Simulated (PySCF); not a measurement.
PySCF input for BF₃, SMILES FB(F)F (connectivity only; charge and spin as stated), charge +1, multiplicity 2, IEF-PCM-B3LYP/def2-SVP. Geometry optimised at TPSSh-D3(BJ)/def2-TZVP. The multiplicity is an assumed one; other spin states were not compared. The isomer is the one that the SMILES or the coordinates give; other isomers of the formula were not compared.

```python
import numpy as np
from pyscf import gto, scf, dft
from pyscf.solvent import pcm

mol = gto.M(
    atom='''
    B     0.00000000   -0.00000000   -0.00000000
    F    -1.31697701   -0.00000000    0.00000000
    F     0.65848850    1.14053554    0.00000000
    F     0.65848850   -1.14053554    0.00000000
    ''',
    basis='def2-SVP',
    charge=1,
    spin=1,
    max_memory=1600,
    verbose=3,
)
mf = dft.UKS(mol, xc='b3lyp').density_fit(auxbasis='def2-universal-jkfit')
mf.grids.level = 3
mf.conv_tol = 1e-9
mf.max_cycle = 100
mf.kernel()
fine, coarse = mf.grids, dft.Grids(mol).set(level=1).build(with_non0tab=True)
for _ in range(3):  # follow internal instabilities
    mf.grids = coarse
    mo, _, stable, _ = mf.stability(return_status=True, nroots=4)
    mf.grids = fine
    if stable:
        break
    mf.kernel(mf.make_rdm1(mo, mf.mo_occ))
res = {}
for name, eps in {'water': 78.355, 'methanol': 32.613, 'ethanol': 24.852}.items():
    s = mf.PCM()
    s.with_solvent.method, s.with_solvent.eps, s.with_solvent.lebedev_order = 'IEF-PCM', eps, 29
    s.kernel(mf.make_rdm1())
    res[name] = (s.e_tot, eps, s.dip_moment(), s.mo_energy, s.converged)
    print(f'{name}: electrostatic solvation free energy {(s.e_tot - mf.e_tot) * 627.509474:.3f} kcal/mol')
```

Program output:

```

WARN: HOMO -0.505025947906157 >= LUMO -0.505025947906156

converged SCF energy = -323.75978234727  <S^2> = 0.7548999  2S+1 = 2.0048939
<class 'pyscf.df.df_jk.DFUKS'> wavefunction is stable in the internal stability analysis

WARN: PCM is an experimental feature. It is still in testing.
Features and APIs may be changed in the future.

converged SCF energy = -323.866359502953  <S^2> = 0.75486623  2S+1 = 2.0048603

WARN: System has nonzero charge 1; the dipole moment is origin-dependent.
Location of origin: [0. 0. 0.]

Dipole moment(X, Y, Z, Debye): -0.00059,  0.00000,  0.00000
water: electrostatic solvation free energy -66.878 kcal/mol

WARN: PCM is an experimental feature. It is still in testing.
Features and APIs may be changed in the future.

converged SCF energy = -323.864413029385  <S^2> = 0.75486736  2S+1 = 2.0048615

WARN: System has nonzero charge 1; the dipole moment is origin-dependent.
Location of origin: [0. 0. 0.]

Dipole moment(X, Y, Z, Debye): -0.00060,  0.00000, -0.00000
methanol: electrostatic solvation free energy -65.657 kcal/mol

WARN: PCM is an experimental feature. It is still in testing.
Features and APIs may be changed in the future.

converged SCF energy = -323.863371712227  <S^2> = 0.75486796  2S+1 = 2.004862

WARN: System has nonzero charge 1; the dipole moment is origin-dependent.
Location of origin: [0. 0. 0.]

Dipole moment(X, Y, Z, Debye): -0.00060, -0.00000,  0.00000
ethanol: electrostatic solvation free energy -65.003 kcal/mol
```

The calculation finished and met its thresholds.
